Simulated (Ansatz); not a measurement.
**The cluster HfSi2: geometry, orbitals and charge**

Aim: characterise the cluster HfSi2 as a singlet: its structure, frontier levels and distribution of charge.

Program: Ansatz 0.2.0, Gaussian basis. Level of theory: RKS PBE0-D4/def2-TZVP. These are calculated values, not measurements.

The runs, in order: relaxation at PBE-D4/def2-TZVP; a single point at PBE0-D4/def2-TZVP.

1 further run of the same task is left out (set aside as unsound or not needed).

## 1. The starting structure

3 atoms, charge 0, spin multiplicity 1.

Atoms are counted from 1 here; the program's logs count them from 0.

Bond lengths: Hf1–Si2 2.603 Å, Hf1–Si3 2.604 Å, Si2–Si3 2.278 Å. Angles: Si2–Hf1–Si3 51.9°, Hf1–Si2–Si3 64.1°, Hf1–Si3–Si2 64.0°.

Hf takes a core potential in the def2 sets. No spin-orbit coupling is included.

The start is a GFN2-xTB geometry.

## 2. Optimising with PBE-D4/def2-TZVP

The input, in.yaml:

```yaml
crystal:
  periodic: [false, false, false]
  atoms:
    - {symbol: Hf, position_ang: [1.382590, 0.662890, 0.292140]}
    - {symbol: Si, position_ang: [-1.129510, 0.177670, 0.773830]}
    - {symbol: Si, position_ang: [-0.253080, -0.840560, -1.065970]}
basis:
  gaussian: {orbitals: def2-TZVP}
hamiltonian: {xc: pbe, dispersion: d4}
scf: {lower_state_search: "off"}
output: {orbitals: {seedname: orbitals}}
relax: {f_tol: 0.02, max_steps: 100}
```

Command:

```sh
$ ansatz run in.yaml --threads 4 --pin off --events-out ev --progress --plain --max-ram 3916MiB
```

Further steps of the session: Single point, PBE0-D4/def2-TZVP.

Before running them: what should the planned runs give, taken together? Wanted: point group; near neighbours of the metal; HOMO, LUMO at PBE0-D4/def2-TZVP; charge on the metal; dipole at PBE-D4/def2-TZVP.

As calculated:

| quantity | value |
| --- | --- |
| point group | C2v |
| near neighbours of the metal | Si 2.47, Si 2.47 Å |
| HOMO, LUMO at PBE0-D4/def2-TZVP | -4.65, -2.92 eV |
| charge on the metal (Mulliken, PBE0-D4/def2-TZVP) | +0.35 e |
| dipole at PBE-D4/def2-TZVP | 5.40 D |

In words: The molecule keeps its bonding pattern by the stored test; the atoms moved 0.10 Å (rms). No usable vibrations, so a minimum isn't proven. The HOMO lies nearest to Hf1 43 %; Si2, Si3 about 28 % each and the LUMO to Hf1 76 %; Si2, Si3 about 12 % each. Whether this spin is the lowest isn't tested here.
